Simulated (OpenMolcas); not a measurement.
# ROCCSD(T)/def-SVP run of C2H3O (SMILES [CH]1CO1)

Aim: the energy change on altering one bond length of C2H3O at ROCCSD(T)/def-SVP, from 2 runs. 

The calculation is run with OpenMolcas 26.06.

5 further runs of the same task are left out: 4 that didn't finish, 1 set aside as unsound or not needed.

### Step 1. The structure to begin with

C2H3O: 6 atoms, total charge 0, spin state doublet. SMILES: `[CH]1CO1`. The coordinates come from a GFN2-xTB relaxation.

Bond lengths: C1–C2 1.447 Å, C1–O3 1.354 Å, C2–O3 1.427 Å, C1–H4 1.074 Å, C2–H5 1.085 Å, C2–H6 1.083 Å. Angles: C1–C2–O3 56.2°, C2–C1–O3 61.1°, C1–O3–C2 62.7°, C1–C2–H5 121.7°, C1–C2–H6 119.0°, O3–C2–H5 114.8°, O3–C2–H6 115.0°, C2–C1–H4 131.5°, O3–C1–H4 122.6°, H5–C2–H6 115.7°.

### Step 2. The energy at ROCCSD(T)/def-SVP

test.inp reads:

```
* C2H3O CCSD(T)

&GATEWAY
  Coord
  6
  angstrom
  C       -0.799330      -0.344800      -0.262570
  C        0.337400       0.369020       0.277500
  O        0.146520      -1.038240       0.413310
  H       -1.077570      -0.580010      -1.272710
  H        1.178620       0.655570      -0.345800
  H        0.214360       0.938460       1.190280
  Basis=def-SVP
  Group=NoSym

&SEWARD

&SCF
  UHF
  Spin=2
  PrOrbitals=1 2

&RASSCF
  FileOrb=$Project.UnaOrb
  Spin=2
  Nactel=1 0 0
  Inactive=11
  Ras2=1
  OutOrbitals=Canonical
  OrbListing=Nothing

&MOTRA
  JobIph
  Frozen=3

&CCSDT
  CCT
  Triples=3
  Iterations=50
  Extrapolation=5 4
```

The run is started by

```bash
export MOLCAS_MEM=1860
pymolcas test.inp > test.log
```

Log:

```text
--- Start Module: gateway ---
[...]
--- Stop Module: gateway /rc=_RC_ALL_IS_WELL_ ---
[...]
      Basis functions           57
[...]
       Convergence after  14 Iterations
[...]
::    Total SCF energy                               -152.1115659150
[...]
      Total spin, S                                     0.5042819290
[...]
      Number of active orbitals                  1
[...]
      Spin quantum number                      0.5
[...]
      Active orbitals                            1
[...]
      Number of CSFs                             1
[...]
      Number of root(s) required                 1
[...]
      Convergence after  8 iterations
[...]
      printout of CI-coefficients larger than  0.05 for root  1
      energy=    -152.108444
      conf/sym  1     Coeff  Weight
             1  u   1.00000 1.00000
      Natural orbitals and occupation numbers for root  1
      sym 1:   1.000000
      ************************************************************************************************************************
      *                                                    Final results                                                     *
[...]
::    RASSCF root number  1 Total energy:   -152.10844362
[...]
      Total electronic charge=   23.000000
      Total            charge=   -0.000000
[...]
      Dipole Moment (debye):
      Origin of the operator (angstrom)=   -0.0670   -0.3555    0.1478
                   X= -4.9720E-03               Y=  1.8256E+00               Z= -1.0275E+00           Total=  2.0949E+00
      Quadrupole Moment (debye*angstrom):
[...]
--- Start Module: motra ---
[...]
      *** WARNING: Default frozen orbitals is overwritten by user input.
      *** Default values:   3
[...]
--- Stop Module: motra /rc=_RC_ALL_IS_WELL_ ---
--- Start Module: ccsdt ---
[...]
      Convergence after                    14  Iterations
      Total energy (diff) :    -152.56790492       0.00000009
[...]
 METHOD                       : CCSD+T(CCSD)+<T3(1)WT1>+<T3(1)UT2> = CCSD(T)
[...]
       CCSD     =      -152.5679049193489
[...]
--- Stop Module: ccsdt /rc=_RC_ALL_IS_WELL_ ---
[...]
```

Run time: 8.7 s. Hardware: 1 thread of Arm Neoverse V2, shared host; peak memory 0.39 GiB.

### Step 3. The distorted shape

test.inp reads:

```
* C2H3O CCSD(T)

&GATEWAY
 Coord
 6
 angstrom
 C       -0.768566      -0.487179      -0.490795
 C        0.368164       0.226641       0.049275
 O        0.177284      -1.180619       0.185085
 H       -1.046806      -0.722389      -1.500935
 H        1.209384       0.513191      -0.574025
 H        0.214360       0.938460       1.190280
 Basis = def-SVP
 Group = NoSym

&SEWARD

&SCF
 UHF
 Spin = 2
 PrOrbitals = 1 2

&RASSCF
 FileOrb = $Project.UnaOrb
 Spin = 2
 Nactel = 1 0 0
 Inactive = 11
 Ras2 = 1
 OutOrbitals = Canonical
 OrbListing = Nothing

&MOTRA
 JobIph
 Frozen = 3

&CCSDT
 CCT
 Triples = 3
 Iterations = 50
 Extrapolation = 5 4
```

The run is started by

```bash
export MOLCAS_MEM=1860
pymolcas test.inp > test.log
```

Log:

```text
--- Start Module: gateway ---
[...]
--- Stop Module: gateway /rc=_RC_ALL_IS_WELL_ ---
[...]
      Basis functions           57
[...]
       Convergence after  15 Iterations
[...]
::    Total SCF energy                               -152.0797822741
[...]
      Total spin, S                                     0.5044987830
[...]
      Number of active orbitals                  1
[...]
      Spin quantum number                      0.5
[...]
      Active orbitals                            1
[...]
      Number of CSFs                             1
[...]
      Number of root(s) required                 1
[...]
      Convergence after  8 iterations
[...]
      printout of CI-coefficients larger than  0.05 for root  1
      energy=    -152.076589
      conf/sym  1     Coeff  Weight
             1  u   1.00000 1.00000
      Natural orbitals and occupation numbers for root  1
      sym 1:   1.000000
      ************************************************************************************************************************
      *                                                    Final results                                                     *
[...]
::    RASSCF root number  1 Total energy:   -152.07658889
[...]
      Total electronic charge=   23.000000
      Total            charge=   -0.000000
[...]
      Dipole Moment (debye):
      Origin of the operator (angstrom)=   -0.0369   -0.4946   -0.0751
                   X= -2.6648E-02               Y=  1.6745E+00               Z= -1.1985E+00           Total=  2.0594E+00
      Quadrupole Moment (debye*angstrom):
[...]
--- Start Module: motra ---
[...]
      *** WARNING: Default frozen orbitals is overwritten by user input.
      *** Default values:   3
[...]
--- Stop Module: motra /rc=_RC_ALL_IS_WELL_ ---
--- Start Module: ccsdt ---
[...]
      Convergence after                    17  Iterations
      Total energy (diff) :    -152.54118877       0.00000003
[...]
 METHOD                       : CCSD+T(CCSD)+<T3(1)WT1>+<T3(1)UT2> = CCSD(T)
[...]
       CCSD     =      -152.5411887659406
[...]
--- Stop Module: ccsdt /rc=_RC_ALL_IS_WELL_ ---
[...]
```

Wall time 9.3 s (1 thread of Arm Neoverse V2, shared host); peak memory 0.39 GiB.

### Step 4. Results

Level: ROCCSD(T)/def-SVP, 3 core orbitals frozen.

| quantity | value |
| --- | --- |
| first shape: total energy | -152.58178 Eh |
| first shape: (T) correction | -13.88 mEh |
| distorted shape: total energy | -152.55583 Eh |
| distorted shape: (T) correction | -14.64 mEh |
| energy change with the C2–H6 bond stretched from 1.083 to 1.354 Å | 0.706 eV |

With the C2–H6 bond stretched from 1.083 to 1.354 Å the energy rises by 0.71 eV (16.3 kcal/mol). The first shape isn't relaxed at this level, so the change isn't measured from a minimum.
